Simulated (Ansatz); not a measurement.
Input file:

```yaml
crystal:
  periodic: [false, false, false]
  atoms:
    - {symbol: Li, position_ang: [0.000000, 0.000000, 0.000000]}
    - {symbol: Li, position_ang: [0.000000, 0.000000, 3.250800]}
basis:
  gaussian: {orbitals: def2-TZVP}
total_charge: -1
magnetization: {spin_polarized: false, initial_magnetization: 1}
correlation: {method: fic_nevpt4_sd, electrons: outside_noble_gas, active_space: {window: {electrons: 1, orbitals: 5}}}
```

```sh
$ ansatz run in.yaml --threads 1 --pin off --events-out ev --progress --plain --max-ram 2393MiB
```

Roughly how long does this take on 1 thread of Arm Neoverse V1, shared host, and how much host memory?

0.66 s wall and 0.08 GiB.

```
304 factors; integrals over basis functions are off by at most 1.7e-4 eV
mean field evaluation 1: about -404.5042 eV, gradient 1.1e0 eV
mean field evaluation 2: about -404.5034 eV, gradient 1.1e0 eV
mean field evaluation 4: about -404.5372 eV, gradient 8.1e-2 eV
mean field evaluation 8: about -404.5372 eV, gradient 1.1e-6 eV
mean field evaluation 16: about -404.5820 eV, gradient 2.8e-1 eV
mean field evaluation 32: about -404.5374 eV, gradient 3.4e-2 eV
mean field -404.59832691 eV, -14.8687142674 hartree, gradient 2.2e-6 eV, S^2 0.750000; 7 other end points of the search recorded, 0 dependent functions left out
mean field evaluation 64: about -404.5372 eV, gradient 4.6e-6 eV
reference -404.53717003 eV, -14.8664667935 hartree; 4, 3 occupied and 24, 25 virtual orbitals, 304 factors
state -404.59832691 eV, -14.8687142674 hartree
state -404.59832691 eV, -14.8687142674 hartree; corrected -405.46281497 eV, -14.9004836175 hartree
WARN: 4 active orbitals are nearly empty or full. The corrections depend on them more than the energy does, and are more stable in an active space without them
Total energy: -405.46281497 eV, -14.9004836175 hartree
```

Natural occupations: 1.0000 0.0000 0.0000 0.0000 0.0000.
